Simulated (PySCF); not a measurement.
An unknown gives this computed stick spectrum. Theory: TDDFT PBE0/def2-SVPD, vertical, gas phase, core orbitals frozen in the response in PySCF. Geometries: GFN2-xTB, one conformer each.

```
state  λ (nm)       f
   S1   305.2   0.011
   S2   219.2  0.0005
   S3   204.5  0.0001
   S4   203.1  0.0000
   S5   198.6  0.0095
   S6   178.6  0.0003
```

Orbital energies (eV): HOMO-3 -10.49, HOMO-2 -9.98, HOMO-1 -8.43, HOMO -5.76, LUMO -0.53, LUMO+1 1.04, LUMO+2 1.37.

Question: Which candidate is it? All have the formula C5H6.
A. `C=C1C=C1C`
B. `C1=CC1=CC`
C. `C1(C=C)=CC1`

Answer: B. Its S1, at 4.06 eV, is the lowest among the candidates; the nearest of the others has S1 at 4.57 eV. S1 is HOMO→LUMO (99%). Löwdin shares by element: HOMO carbon 83% or more (atoms not listed hold the other 17%); LUMO carbon 86% or more, hydrogen 7% or more. At the same level the other candidates give, for their lowest levels:
- `C=CC1=CC1`: 243 nm (f 0.358); 221 nm (f 0.001); 191 nm (f 0.008); 186 nm (f 0.003); 180 nm (f 0.022); T1 2.83 eV; HOMO -6.60, LUMO -1.15 eV
- `C=C1C=C1C`: 271 nm (f 0.027); 226 nm (f 0.005); 198 nm (f 0.000); 193 nm (f 0.001); 191 nm (f 0.029); T1 3.45 eV; HOMO -5.86, LUMO -0.18 eV
Triplets come from the Tamm–Dancoff approximation.
